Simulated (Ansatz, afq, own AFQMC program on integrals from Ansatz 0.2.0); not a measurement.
Al, quartet: AFQMC among the cluster methods

A free Al atom.

Basis cc-pVTZ. Noble-gas cores (and the filled d shells of Ga–Kr and In–Xe) are frozen. Ansatz 0.2.0 and our own AFQMC program on the same integrals; the CISD trial comes from CCSD amplitudes, and released means the phaseless constraint is let go. Free projection: walkers drawn from exp(T), propagated without any constraint. Its projection time is finite, and what remains of the start isn't in its error. Uncertainties: one standard error, sampling alone.

Determinant: UHF, the one that the program's search chose, which needn't be the lowest solution.

Full CI on the same integrals is exact in this basis and with this determinant's frozen core.

Cautions: another spin lies lower (by 3.45 eV).

- T1 diagnostic: 0.0038
- weight of the determinant in the CISD state: 0.981
- ⟨S²⟩ of the determinant: 3.750
- size of the correlated space: 3 electrons in 29 orbitals

Reference: full CI, correlation energy -0.393 eV. The released energy is read at 2.40 1/Eh (meV from the phaseless value at times in 1/Eh: -0.8 ± 0.6 at 0.24, -0.4 ± 0.6 at 0.51, -1.0 ± 0.6 at 0.99, -0.9 ± 0.6 at 1.62, 0.1 ± 0.6 at 2.40).

```
         level  E − E(reference) (kJ/mol)  share of correlation (%)
            HF                       37.9                      0.00
           MP2                       14.1                     62.83
          CCSD                        0.5                     98.62
       CCSD(T)                        0.2                     99.54
   ph-AFQMC/HF                  0.9 ± 0.6                     97.68
 ph-AFQMC/CISD                 0.0 ± 0.05                     99.91
released AFQMC                 0.0 ± 0.06                     99.89
    free AFQMC                -0.1 ± 0.04                    100.17
```

Free projections are given only where their last times agree within the noise and don't stop above the reference; a slow remainder of the start can still hide under it. A walk keeps the symmetry of its determinant, which the program's search chose and which needn't be the lowest solution, so a lower state of the same spin and another symmetry isn't excluded. Released energies are given only where the last usable release times agree within the noise; a slower fall can still hide under it.
